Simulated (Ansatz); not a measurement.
# AlFH3P: up Jacob's ladder to CCSD(T)

Aim: compute AlFH3P with functionals from several rungs and with coupled cluster, and see how far each lands from CCSD(T) at the basis-set limit for the atomisation energy.

Program: Ansatz 0.2.0, Gaussian basis. Level of theory: functionals in def2-TZVPP, the program's frozen cores in correlated methods. These are calculated values, not measurements.

Levels to be run: LDA (SPW92), PBE-D4, revPBE-D4, BLYP-D4, r2SCAN-D4, B97M-V, PBE0-D4, B3LYP-D4, r2SCANh-D4, r2SCAN0-D4, HSE06-D4, BHLYP-D4, CAM-B3LYP-D4, LC-ωPBE, ωB97X-V, ωB97M-V, B2PLYP, PBE-QIDH; CCSD(T)/def2-SVP; CCSD(T)/def2-TZVPP; MP2/def2-QZVPP; extrapolation to the limit; RPA on PBE.

## Step 1: The relaxed structure

All runs share one geometry, relaxed beforehand with PBE0-D4 in a triple-zeta def2 set.

SMILES `[F][AlH][PH2]`, 6 atoms, charge 0, spin multiplicity 1.

Atoms are counted from 1 here; the program's logs count them from 0.

Bond lengths: F1–Al2 1.651 Å, Al2–P3 2.314 Å, Al2–H4 1.578 Å, P3–H5 1.422 Å, P3–H6 1.421 Å. Angles: F1–Al2–P3 117.2°, F1–Al2–H4 117.2°, P3–Al2–H4 125.4°, Al2–P3–H5 91.6°, Al2–P3–H6 92.0°, H5–P3–H6 94.4°.

## Step 2: LDA

This LDA is Slater exchange with PW92 correlation.

Contents of in.yaml:

```yaml
crystal:
  periodic: [false, false, false]
  atoms:
    - {symbol: F, position_ang: [-1.538455, -1.294297, 0.938669]}
    - {symbol: Al, position_ang: [-0.479445, -0.790567, -0.223911]}
    - {symbol: P, position_ang: [1.247196, 0.596294, 0.445253]}
    - {symbol: H, position_ang: [-0.678858, -1.366517, -1.679058]}
    - {symbol: H, position_ang: [1.125754, 1.381103, -0.734839]}
    - {symbol: H, position_ang: [0.365808, 1.409984, 1.207786]}
basis:
  gaussian: {orbitals: def2-TZVPP}
hamiltonian: {xc: lda}
output: {orbitals: {seedname: orbitals}}
```

Command:

```sh
ansatz run in.yaml --threads 2 --pin off --events-out ev --progress --plain --max-ram 4352MiB
```

Further steps of the session: PBE-D4 (GGA); revPBE-D4 (GGA); BLYP-D4 (GGA); r2SCAN-D4 (meta-GGA); B97M-V (meta-GGA); PBE0-D4 (hybrid); B3LYP-D4 (hybrid); r2SCANh-D4 (hybrid); r2SCAN0-D4 (hybrid); HSE06-D4 (hybrid); BHLYP-D4 (hybrid); CAM-B3LYP-D4 (range-separated); LC-ωPBE (range-separated); ωB97X-V (range-separated); ωB97M-V (range-separated); B2PLYP (double hybrid); PBE-QIDH (double hybrid); CCSD(T) in def2-SVP; CCSD(T) in def2-TZVPP; MP2 in def2-QZVPP; RPA on PBE orbitals.

Before running them: what should the planned runs give, taken together? Wanted: atomisation energy, CCSD(T)/CBS; farthest beyond LDA; mean size of error, GGA; mean size of error, meta-GGA; mean size of error, hybrid; mean size of error, range-separated; mean size of error, double hybrid; gap, smallest and largest; T1 diagnostic.

**Answer**, as computed:

```
                               quantity                                       value
        atomisation energy, CCSD(T)/CBS                                   18.564 eV
    functionals within 0.093 eV (0.5 %)  r2SCAN-D4, B3LYP-D4, CAM-B3LYP-D4, ωB97M-V
                    farthest beyond LDA                        BHLYP-D4 (-0.557 eV)
                mean size of error, GGA                                    0.232 eV
           mean size of error, meta-GGA                                    0.176 eV
             mean size of error, hybrid                                    0.341 eV
    mean size of error, range-separated                                    0.128 eV
      mean size of error, double hybrid                                    0.386 eV
              gap, smallest and largest   4.39 eV (LDA (SPW92)), 10.94 eV (LC-ωPBE)
                          T1 diagnostic                                      0.0139
triples share of the correlation energy                                       3.2 %
```

**Reading.** LDA overbinds by 2.204 eV (12 %). PBE-D4 misses by -0.097 eV. Double hybrids carry the basis error of their MP2 part in triple zeta, and no dispersion term here, so their miss is partly the set-up's. By mean error the best rung here is range-separated (0.128 eV) and the worst beyond LDA is double hybrid (0.386 eV). The gap between the best rungs is small, so their order is not settled. The reference freezes the cores and leaves out relativity and excitations past (T), so misses under about 0.093 eV can't be ranked. Hartree-Fock recovers 72 % of the binding; the rest is correlation. CCSD(T) in def2-SVP is off by -1.598 eV, more than most functionals: a good method in a small basis is no reference. Orbital gaps span 4.4 to 10.9 eV; exact exchange widens them.
